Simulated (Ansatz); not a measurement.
in.yaml

```yaml
crystal:
  periodic: [false, false, false]
  atoms:
    - {symbol: Ga, position_ang: [0.000000, -0.000881, 0.000000]}
    - {symbol: H, position_ang: [0.000000, -2.073472, 0.000000]}
    - {symbol: H, position_ang: [0.000000, 1.067206, -1.098338]}
    - {symbol: H, position_ang: [0.000000, 1.067206, 1.098338]}
basis:
  gaussian: {orbitals: aug-cc-pVDZ}
total_charge: 1
magnetization: {spin_polarized: true, initial_magnetization: 1}
hamiltonian: {xc: hf}
output: {orbitals: {seedname: orbitals}}
```

```sh
$ ansatz run in.yaml --threads 1 --pin off --events-out ev --progress --plain --max-ram 2393MiB
```

**Question.** Roughly how long does this take on 1 thread of Intel Xeon, shared host, and how much host memory?

**Answer.** 9.5 s wall and 0.22 GiB.

```
659 factors; integrals over basis functions are off by at most 5.5e-4 eV
mean field evaluation 1: about -52367.0598 eV, gradient 9.9e0 eV
mean field evaluation 2: about -52367.0608 eV, gradient 9.9e0 eV
mean field evaluation 4: about -52368.5944 eV, gradient 1.3e0 eV
mean field evaluation 8: about -52368.6393 eV, gradient 3.2e-3 eV
mean field evaluation 16: about -52368.6613 eV, gradient 4.6e-3 eV
mean field evaluation 32: about -52368.5583 eV, gradient 4.7e-1 eV
mean field evaluation 64: about -52368.6501 eV, gradient 1.7e-1 eV
mean field evaluation 96: about -52368.5498 eV, gradient 4.6e-1 eV
mean field -52368.66133035 eV, -1924.5128071367 hartree, gradient 1.4e-5 eV, S^2 0.912210; 4 other end points of the search recorded, 0 dependent functions left out
reference -52368.66133035 eV, -1924.5128071367 hartree; 17, 16 occupied and 46, 47 virtual orbitals, 659 factors
Total energy: -52368.66133035 eV, -1924.5128071367 hartree
```
